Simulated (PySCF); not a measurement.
Input of a run (PBE0-D3(BJ)/def2-SVP geometry optimisation, gas phase (PySCF 2.14.0)), started from GFN2-xTB:
```
{"job": {"xc": "PBE0", "basis": "def2-SVP", "d3": "d3bj", "grid": 1, "kind": "geom"}, "charge": 0, "multiplicity": 1}
C      1.111871    -0.268940     0.156891
N      0.328457    -1.191945     0.566641
C     -0.862063    -0.418366     0.168111
C      0.085974     0.699511    -0.329405
H      2.188353    -0.256848     0.185280
H     -1.450235    -0.923567    -0.595954
H     -1.495726    -0.165142     1.016242
H      0.077704     0.887127    -1.401790
H      0.029226     1.644164     0.208804
```

Output (energies in Eh, forces in Eh/bohr):
```
step   0  E = -171.68900109  max force = 0.017899
step   1  E = -171.69022356  max force = 0.004086
step   2  E = -171.69024285  max force = 0.000684
step   3  E = -171.69024417  max force = 0.000386
optimisation converged
```

Question: Summarise the run.

Answer: The energy falls by 0.034 eV over 4 energy and gradient evaluations, the largest force component goes from 0.0179 to 3.9e-04 Eh/bohr, and the atoms move by 0.016 Å rms after alignment. The bond that changes most is C1–H5 (imine carbon to hydrogen on a C=N carbon), which lengthens by 0.023 Å. Bonds longer at the end by more than 0.005 Å: 6 of 9; shorter: 0. The energy never rose by more than 1e-6 Eh on the way. The first step brought 98 % of the lowering.

Question: What are the final bond lengths?

Answer: C1=N2 1.283 Å, N2–C3 1.479 Å, C3–C4 1.549 Å, C1–C4 1.499 Å, C1–H5 1.100 Å, C3–H6 1.102 Å, C3–H7 1.102 Å, C4–H8 1.102 Å, C4–H9 1.102 Å. Numbering counts from 1 in the input's order; the species is 1-azetine (`C1=NCC1`).

The run used 81 basis functions and 24 SCF cycles in all. The run took 6.5 s on Arm Neoverse V2, one thread, shared host.

No PBE0-D3(BJ)/def2-SVP frequencies stand behind this structure, so it isn't proved a minimum.
